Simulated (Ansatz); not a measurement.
# OF (Oxygen monofluoride): UHF/STO-3G

What is the vertical electron affinity of OF (Oxygen monofluoride) at UHF/STO-3G? 

The calculation is run with Ansatz 0.2.0.

38 further runs of the same task are left out: 38 set aside as unsound or not needed.

## Step 1: Starting point

OF: 2 atoms, total charge 0, spin state doublet. As SMILES, `[O]F`. Geometry: relaxed at PBE0-D4/def2-TZVP.

Bond lengths: O1–F2 1.330 Å.

## Step 2: A single-point energy at UHF/STO-3G

The input, molecule.yaml:

```yaml
basis:
  gaussian:
    orbitals: STO-3G
crystal:
  periodic: [false, false, false]
  atoms:
    - {symbol: O, position_ang: [0.000000, 0.000000, -0.015950]}
    - {symbol: F, position_ang: [-0.000000, -0.000000, 1.314400]}
hamiltonian:
  xc: hf
accuracy: high
magnetization:
  spin_polarized: true
  initial_magnetization: 1
output: {orbitals: {seedname: orbitals}}
```

Run with:

```console
$ ansatz run molecule.yaml --threads 1 --pin off --max-ram 3480MiB --events-out events.jsonl --progress --plain --runs-dir runs
```

Output:

```text
Warning: RAYON_NUM_THREADS=1 ignored (pool sized by the plan → 1); use --threads N
Functional definition: HF
  name "HF"
  exchange = exact_x
  correlation = 0
149 factors; integrals over basis functions are off by at most 4.5e-8 eV
mean field evaluation 1: about -4674.0319 eV, gradient 6.7e0 eV
mean field evaluation 2: about -4674.1303 eV, gradient 6.8e0 eV
mean field evaluation 4: about -4674.8062 eV, gradient 2.3e0 eV
mean field evaluation 8: about -4674.9868 eV, gradient 1.2e-1 eV
mean field evaluation 16: about -4674.5898 eV, gradient 4.9e0 eV
mean field -4674.98468725 eV, -171.8025184379 hartree, gradient 3.2e-8 eV, S^2 0.764357; 0 other end points of the search recorded, 0 dependent functions left out
reference -4674.98468725 eV, -171.8025184379 hartree; 9, 8 occupied and 1, 2 virtual orbitals, 149 factors
Total energy: -4674.98468725 eV, -171.8025184379 hartree
```

Wall time 0.06 s (1 thread of Arm Neoverse V1, shared host).

## Step 3: The singlet anion, same level

The input, in.yaml:

```yaml
basis:
  gaussian:
    orbitals: STO-3G
crystal:
  periodic: [false, false, false]
  atoms:
    - {symbol: O, position_ang: [0.000000, 0.000000, -0.015950]}
    - {symbol: F, position_ang: [-0.000000, -0.000000, 1.314400]}
output: {orbitals: {seedname: orbitals}}
accuracy: high
total_charge: -1
hamiltonian:
  xc: hf
```

Run with:

```console
$ ansatz run in.yaml --threads 1 --pin off --max-ram 3480MiB --events-out events.jsonl --progress --plain --runs-dir runs
```

Output:

```text
Warning: RAYON_NUM_THREADS=1 ignored (pool sized by the plan → 1); use --threads N
[... 4 set-up lines as earlier in the session ...]
149 factors; integrals over basis functions are off by at most 4.5e-8 eV
mean field evaluation 1: about -4666.8699 eV, gradient 1.7e1 eV
mean field evaluation 2: about -4666.9864 eV, gradient 1.7e1 eV
mean field evaluation 4: about -4668.0235 eV, gradient 2.7e-1 eV
mean field evaluation 8: about -4668.0213 eV, gradient 4.9e-10 eV
mean field -4668.02134421 eV, -171.5466203010 hartree, gradient 3.1e-9 eV, S^2 0.000000; 0 other end points of the search recorded, 0 dependent functions left out
reference -4668.02134421 eV, -171.5466203010 hartree; 9, 9 occupied and 1, 1 virtual orbitals, 149 factors
Total energy: -4668.02134421 eV, -171.5466203010 hartree
```

Run time: 0.06 s. Hardware: 1 thread of Arm Neoverse V1, shared host.

## Step 4: Summary of results

At UHF/STO-3G:

| quantity | value |
| --- | --- |
| doublet OF: total energy | -171.80252 Eh |
| doublet OF: HOMO energy (highest over α and β) | -10.30 eV |
| doublet OF: LUMO energy (lowest over α and β) | 8.25 eV |
| doublet OF: ⟨S²⟩ | 0.764 |
| singlet anion: total energy | -171.54662 Eh |
| singlet anion: HOMO energy | 6.04 eV |
| singlet anion: LUMO energy | 30.83 eV |
| singlet anion: HOMO–LUMO gap (to an unbound level, set by the basis) | 24.80 eV |
| vertical electron affinity (to the singlet anion) | -6.963 eV |

In words: The anion lies 6.96 eV (161 kcal/mol) above the neutral: the electron isn't bound at this level, and such a value depends on the basis. Without diffuse functions anions come out too high. Hartree–Fock misses the correlation that binds many anions. In a minimal basis such a difference can be off by several eV, whatever the method. The HOMO (singlet anion) lies at positive energy, 6.04 eV: the electron is unbound at this level or held by a compact basis; values depend on the basis.
